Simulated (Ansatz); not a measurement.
We consider black phosphorus, described by rVV10 in Ansatz (PAW).

Rigid layers of the crystal as relaxed at this level are moved apart or together:

| run | layer repeat (Å) | energy against free layers (meV/Å²) | gap on the mesh (eV) |
|---|---|---|---|
| 1 | 4.94 | -20.56 | 0.000 |
| 2 | 5.09 | -25.69 | 0.000 |
| 3 | 5.24 | -28.25 | 0.000 |
| 4 | 5.44 | -28.89 | 0.037 |
| 5 | 5.74 | -26.43 | 0.035 |
| 6 | 6.24 | -19.47 | 0.170 |
| 7 | 7.24 | -8.95 | 0.416 |
| 8 | 9.24 | -2.29 | 0.680 |

The lowest energy of these points lies at a layer repeat of 5.44 Å.

Ansatz is a quantum-chemistry and plane-wave program.
